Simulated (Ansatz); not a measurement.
`C=C(F)NC`. The species carries charge 0 and has multiplicity 1.

Cartesian coordinates in Å:
```
C 1.026 1.672 -0.248
C 0.201 0.659 -0.488
F 0.017 0.228 -1.743
N -0.593 -0.030 0.392
C -0.687 -1.474 0.286
H 1.225 1.988 0.765
H 1.479 2.208 -1.068
H -0.480 0.307 1.335
H -1.446 -1.827 0.984
H 0.260 -1.986 0.504
H -1.003 -1.746 -0.719
```

Question: List the harmonic frequencies (cm⁻¹, unscaled) at PBE0-D4/def2-TZVP in Ansatz. (Best estimate.)

Answer: Computed: 102, 159, 269, 438, 520, 649, 678, 735, 767, 879, 955, 1102, 1149, 1176, 1370, 1390, 1465, 1477, 1490, 1519, 1755, 3013, 3120, 3164, 3202, 3299, 3630.

Question: Is this a minimum?

Answer: Yes, all 27 modes are real.

Question: Give the ideal-gas thermochemistry at 298.15 K and 1 bar (rigid rotor, harmonic oscillator; point group C1, symmetry number 1).

Answer: Zero-point energy 236.1 kJ/mol; H(298) − E = 253.8 kJ/mol; entropy 314.0 J/(mol·K), of which translation 162.7, rotation 106.3, vibration 44.9; G(298) − E = 160.2 kJ/mol.
